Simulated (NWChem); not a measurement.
System: Li2; SMILES [Li][Li]

NWChem input:

```
start job
memory heap 200 mb stack 900 mb global 1100 mb
geometry units angstroms noautosym nocenter noautoz
  Li     0.000000     0.000000    -1.363455
  Li     0.000000     0.000000     1.363455
end
basis spherical
  Li library sadlej_pvtz
end
dft
  xc pbe0
  iterations 150
end
property
  response 1 0.0
end
task dft property
```

Coordinates come from a B3LYP/6-31G* (spherical d) optimisation.

Static field.

Question: Give the results of this calculation. (PBE0/Sadlej pVTZ.) Quantities: isotropic polarisability (bohr³); anisotropy (bohr³).

Answer: 
```json
{
 "isotropic polarisability (bohr³)": "200.9",
 "anisotropy (bohr³)": "98.4"
}
```
